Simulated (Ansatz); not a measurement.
A made-up structure of CH$_{3}$OS (charge +1), closed shell:

O1  (-1.256, -0.736, -0.964)
C2  (-0.587, -0.761, -0.029)
S3  (0.312, 0.977, 0.552)
H4  (-0.323, -1.539, 0.698)
H5  (0.269, 1.528, -0.682)
H6  (-0.563, -1.589, -0.691)
(Å)

It is relaxed with PBE-D4/def2-SVP and then PBE0-D4/def2-TZVP (Ansatz 0.2.0). Atoms count as bonded within 1.22 times the sum of their covalent radii (H–H: 0.88 Å). The end point is not checked to be a true minimum.

Does its bonding change? (Judge from chemistry; the calculation decides.)

The calculation gives: Yes. Formed: none; broken: C2–H6.

Where it ends: The first stage lowers the energy by 5.45 eV in 9 steps. It ends as CH₃OS ([OH][CH][SH]), total charge +1:
```
6
angstrom
O -0.8009 -0.8457 -0.9946
C -0.2999 -0.5775 0.1482
S 0.2865 0.9203 0.5473
H -0.2408 -1.3485 0.9192
H 0.0135 1.4958 -0.6481
H -1.1049 -1.7659 -1.0877
```

Labels in which every atom is bracketed show which atoms are joined, not bond orders.

For scale, one of the runs: PBE0-D4/def2-TZVP relaxation, 117 basis functions, launched by `ansatz run in.yaml --threads 2 --pin off --events-out ev --progress --plain --max-ram 4352MiB`. Hardware: 2 CPU threads of an Intel Xeon, shared host. Wall time about 11 s.
